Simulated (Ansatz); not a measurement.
Molecule (SMILES): N#C (CH-N).
Atoms: C1, N2, H3. Bonds: C1-N2, C1-H3.

Basis-set convergence of the optimised C1-H3 bond length at CCSD(T) with Ansatz (an electronic-structure program). The reference of a correlated method is not its basis-set limit, which lies further on. Cartesian d functions, on some or all atoms, in 6-31G*, 6-31G**; all else is spherical. Cores are frozen. No added dispersion term, no relativity. Reference: the value in def2-QZVPP, 1.0669 Å.

| basis | functions | optimised C1-H3 bond length (Å) |
|---|---|---|
| 3-21G | 20 | … |
| def2-SV(P) | 30 | … |
| 6-31G* | 32 | … |
| 6-31G** | 35 | … |
| 6-311+G** | 50 | 1.0711 |
| cc-pVTZ | 74 | 1.0668 |
| def2-TZVPPD | 91 | 1.0681 |
| 6-311++G(3df,3pd) | 96 | 1.0680 |
| def2-QZVPP | 144 | 1.0669 |

Task: What belongs in the gaps?

Result: 
- 3-21G, optimised C1-H3 bond length (Å): 1.0698
- def2-SV(P), optimised C1-H3 bond length (Å): 1.0853
- 6-31G*, optimised C1-H3 bond length (Å): 1.0734
- 6-31G**, optimised C1-H3 bond length (Å): 1.0674
